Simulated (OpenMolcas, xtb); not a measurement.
How methods differ on BH2O (SMILES [BH]O)

BH2O: 4 atoms, total charge 0, spin state doublet. As SMILES, `[BH]O`. Geometry: relaxed at PBE0-D4/def2-TZVP.

Each level gives the vertical energy of the quartet above the doublet (eV). The values are calculated.

| level | kind | program | value (eV) | less CCSD(T)/cc-pVTZ | CPU time (all runs) |
| --- | --- | --- | --- | --- | --- |
| GFN2-xTB | semi-empirical | xtb | 7.71 | -0.19 | under 2 s |
| UHF/cc-pVTZ | Hartree–Fock | OpenMolcas | 7.05 | -0.85 | 21 s |
| USVWN5/cc-pVTZ | LDA | OpenMolcas | 7.57 | -0.33 | 55 s |
| U-revPBE/cc-pVTZ | GGA | OpenMolcas | 7.66 | -0.24 | 94 s |
| U-r2SCAN/cc-pVTZ | meta-GGA | OpenMolcas | 7.36 | -0.54 | 2.2 min |
| UM06-L/cc-pVTZ | meta-GGA | OpenMolcas | 7.91 | +0.01 | 2.1 min |
| UBHLYP/cc-pVTZ | global hybrid | OpenMolcas | 8.05 | +0.15 | 1.8 min |
| CASSCF(11,10)/cc-pVTZ | multireference | OpenMolcas | 8.20 | +0.30 | 56 s |
| ROCCSD(T)/cc-pVTZ | coupled cluster or CI | OpenMolcas | 7.90 | 0.00 | 70 s |

ROCCSD(T)/cc-pVTZ is the highest level here, not the true value. The values span 7.05 to 8.20 eV. The xTB rows lack spin polarisation, so open shells miss the exchange term that lowers them. CPU times are rough (shared hosts, several kinds of processor): they show what a rung costs within a factor of a few.
